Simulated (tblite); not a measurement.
# GFN1-xTB run of C4H9F (1-fluorobutane)

We compute a geometry optimisation of C4H9F (1-fluorobutane). Input form: a Python script.

The calculation is run with tblite 0.8.0.

17 further runs of the same task are left out: 17 set aside as unsound or not needed.

## (1) The structure to begin with

The species is C4H9F (14 atoms), meant as a singlet with charge 0. SMILES: `CCCCF`. Geometry: relaxed at GFN2-xTB. This is one conformer, not always the lowest. The run starts from this shape.

Bond lengths: C1–C2 1.525 Å, C2–C3 1.528 Å, C3–C4 1.522 Å, C4–F5 1.376 Å, C1–H6 1.088 Å, C1–H7 1.088 Å, C1–H8 1.087 Å, C2–H9 1.092 Å, C2–H10 1.092 Å, C3–H11 1.092 Å, C3–H12 1.092 Å, C4–H13 1.094 Å, C4–H14 1.096 Å. Some angles: C1–C2–C3 113.2°, C2–C3–C4 112.6°, C3–C4–F5 110.0°, C1–C2–H9 108.9°, C1–C2–H10 109.5°, C3–C2–H9 108.2°, C3–C2–H10 109.4°, C2–C1–H6 110.2°, C2–C1–H7 110.5°, C2–C1–H8 111.2°.

## (2) A geometry optimisation at GFN1-xTB

The input, molecule.xyz:

```xyz
14

C     -1.461700    -0.656600    -0.459640
C     -0.003920    -0.523340    -0.885640
C      0.706900     0.661090    -0.232920
C      0.873070     0.486300     1.269800
F      1.636210     1.511110     1.781550
H     -1.948250    -1.444690    -1.029590
H     -1.997130     0.273190    -0.637850
H     -1.541770    -0.904920     0.595380
H      0.036560    -0.390850    -1.968630
H      0.531880    -1.444420    -0.645360
H      0.150380     1.580590    -0.424630
H      1.701120     0.774670    -0.671070
H     -0.083240     0.521930     1.799790
H      1.399870    -0.444050     1.508810
```

The input, calc.py:

```python
# GFN1-xTB geometry optimisation
import json
import numpy as np
from tblite.interface import Calculator
from tblite.interface import symbols_to_numbers
from scipy.optimize import minimize

symbols = list(map(str, np.loadtxt("molecule.xyz", skiprows=2, usecols=0, dtype=str, ndmin=1)))
numbers = np.array(symbols_to_numbers(symbols))
positions = np.loadtxt("molecule.xyz", skiprows=2, usecols=(1, 2, 3), ndmin=2) / 0.529177210903

calc = Calculator("GFN1-xTB", numbers, positions, charge=0, uhf=0)
calc.set("verbosity", 0)
calc.set("accuracy", 0.01)
last, frames, energies, grads = [None], [], [], []

def fun(x):
    calc.update(x.reshape(-1, 3))
    last[0] = calc.singlepoint(last[0])
    return float(last[0].get('energy')), last[0].get('gradient').ravel()

def show(x):
    e, g = fun(x)
    frames.append(x.reshape(-1, 3).tolist())
    energies.append(e)
    grads.append(g.reshape(-1, 3).tolist())
    print(f"{len(energies) - 1:4d} {e:16.9f} {np.abs(g).max():12.3e} {np.linalg.norm(g):12.3e}")

print("step      energy/Eh       max grad     grad norm")
show(positions.ravel())
opt = minimize(fun, positions.ravel(), jac=True, method="BFGS", callback=show, options={"gtol": 3e-05, "maxiter": 500})
print("converged:", opt.success, "-", opt.message)
fun(opt.x)
res = last[0]
final = opt.x.reshape(-1, 3)
print("final geometry (angstrom)")
for s, p in zip(symbols, final * 0.529177210903):
    print(f"{s:<2} {p[0]:12.6f} {p[1]:12.6f} {p[2]:12.6f}")
print(f"Total energy: {res.get('energy') * 2625.4996:.8f} kJ/mol")
eps = np.atleast_2d(res.get("orbital-energies")) * 27.211386
occ = np.atleast_2d(res.get("orbital-occupations"))
filled = occ.sum(axis=0) if eps.shape[0] == 1 else occ[0]
homo = np.nonzero(filled > 0.5)[0].max()
print(f"HOMO {eps[0, homo]:.4f} eV")
if homo + 1 < eps.shape[1]:
    print(f"LUMO {eps[0, homo + 1]:.4f} eV, gap {eps[0, homo + 1] - eps[0, homo]:.4f} eV")
mu = res.get("dipole") * 2.541746
print(f"dipole: {np.linalg.norm(mu):.4f} D, components " + " ".join(f"{c:.4f}" for c in mu))
q = res.get("charges")
print("Charges:", " ".join(f"{s}{i + 1}={c:+.4f}" for i, (s, c) in enumerate(zip(symbols, q))))
out = {k: np.asarray(res.get(k)).tolist() for k in ("energy", "gradient", "charges", "dipole", "orbital-energies", "orbital-occupations")}
out.update(symbols=symbols, positions=(positions * 0.529177210903).tolist(), final=final.tolist(), frames=frames, step_energies=energies, grads=grads, success=bool(opt.success))
json.dump(out, open("results.json", "w"))
```

The run is started by

```
python calc.py
```

Q: Predict the results. Wanted: total energy at the end; dipole moment; HOMO energy; LUMO energy; HOMO–LUMO gap.

Answer, from the run:

At GFN1-xTB:

```
               quantity         value
total energy at the end  -18.46664 Eh
          dipole moment        2.34 D
            HOMO energy     -12.82 eV
            LUMO energy      -3.88 eV
          HOMO–LUMO gap       8.94 eV
```

In words: At the final geometry: Bond lengths: C1–C2 1.529 Å, C2–C3 1.532 Å, C3–C4 1.522 Å, C4–F5 1.371 Å, C1–H6 1.090 Å, C1–H7 1.091 Å, C1–H8 1.090 Å, C2–H9 1.095 Å, C2–H10 1.095 Å, C3–H11 1.094 Å, C3–H12 1.094 Å, C4–H13 1.096 Å, C4–H14 1.097 Å. Some angles: C1–C2–C3 112.9°, C2–C3–C4 112.5°, C3–C4–F5 108.4°, C1–C2–H9 108.9°, C1–C2–H10 109.5°, C3–C2–H9 108.4°, C3–C2–H10 109.5°, C2–C1–H6 109.8°, C2–C1–H7 110.5°, C2–C1–H8 111.1°. The optimisation took 84 steps and changed the energy by -0.006 eV. Mulliken charges run from -0.29 on F5 to +0.21 on C4.
